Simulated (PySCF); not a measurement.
NaLi: energy against distance

Set-up: Na pcseg-2, Li pcseg-2; no relativity (PySCF 2.14). Energies in eV from Na + Li in their ground configurations at the same level. State: ¹Σ⁺ (singlet), closed shell.

All columns are PBE0. A positive dipole means Na(−)Li(+).

```csv
R (Å),E (eV),μ (D),Mulliken charge on Na (basis-dependent),HOMO (eV),LUMO (eV),Mayer bond order,⟨S²⟩
2.510,-0.609,-0.28,0.10,-3.83,-1.21,1.00,0.00
2.626,-0.682,-0.31,0.10,-3.79,-1.24,1.00,0.00
2.743,-0.726,-0.34,0.09,-3.75,-1.28,0.99,0.00
2.830,-0.743,-0.37,0.09,-3.72,-1.31,0.99,0.00
2.918,-0.748,-0.39,0.09,-3.69,-1.34,0.99,0.00
3.006,-0.744,-0.42,0.09,-3.67,-1.37,0.99,0.00
3.122,-0.725,-0.46,0.09,-3.63,-1.42,0.99,0.00
3.268,-0.686,-0.50,0.08,-3.60,-1.47,0.99,0.00
3.443,-0.622,-0.56,0.08,-3.56,-1.54,0.99,0.00
3.677,-0.519,-0.62,0.07,-3.51,-1.64,0.99,0.00
```

A fit through these points gives, at Re = 2.919 Å, μ = -0.39 D and dμ/dR = -0.309 D/Å; the reduced mass is 5.376 u.

**Question.** How strong is the fundamental in the double-harmonic approximation, I = 42.26·(dμ/dR)²/μred km/mol?

**Answer.** I = 42.26·(-0.309)²/5.376 = 0.751 km/mol at PBE0.

Closed-shell solutions of metal pairs were not tested for spin polarisation, which can lower them a little.
